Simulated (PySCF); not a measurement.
Molecule (SMILES): OO (H2O2).
Geometry (B3LYP-D3(BJ)/def2-TZVP, fixed):
```xyz
4

O      0.0155     0.7238    -0.0702
O     -0.0112    -0.7261    -0.0419
H      0.8057     0.8967     0.4614
H     -0.8394    -0.8786     0.4355
```
Charge 0, spin multiplicity 1.

How fast the isotropic shielding of O1 converges with the basis for several methods (PySCF): deviation from each method's own reference, in ppm. References: HF 133.52 ppm, the value in pcseg-3; PBE 97.03 ppm, the value in pcseg-3; PBE0 109.49 ppm, the value in pcseg-3. All functions are spherical. Core-valence sets carry the plain set on hydrogen. No added dispersion term, no relativity. GIAO; atoms are numbered in the order shown.

```
basis            functions     HF  PBE   PBE0
---------------  ---------  -----  ---  -----
6-31G                   22   9.42  ___   3.49
3-21G                   22  32.69  ___  24.44
def2-SV(P)              32  16.93  ___  13.81
cc-pVDZ                 38  21.22  ___  18.52
def2-SVP                38  25.46  ___  22.69
def2-TZVPP              90   6.33  ___   6.13
jun-cc-pV(T+d)Z        106   9.36  ___   9.83
cc-pCVTZ               114   9.39  ___   4.71
def2-TZVPPD            114   5.15  ___   5.99
aug-pcseg-2            138   1.82  ___   2.49
cc-pVQZ                170   7.07  ___   4.80
def2-QZVPPD            198   4.04  ___   3.45
```

**Question.** Complete the blanks.

**Answer.** 
- 6-31G, PBE: 0.60
- 3-21G, PBE: 19.80
- def2-SV(P), PBE: 12.33
- cc-pVDZ, PBE: 17.05
- def2-SVP, PBE: 21.38
- def2-TZVPP, PBE: 5.88
- jun-cc-pV(T+d)Z, PBE: 10.28
- cc-pCVTZ, PBE: 2.53
- def2-TZVPPD, PBE: 6.43
- aug-pcseg-2, PBE: 2.74
- cc-pVQZ, PBE: 3.64
- def2-QZVPPD, PBE: 3.25

Mean absolute deviation over def2-TZVPP, jun-cc-pV(T+d)Z, cc-pCVTZ, def2-TZVPPD, aug-pcseg-2: PBE 5.57, PBE0 5.83, HF 6.41 ppm.
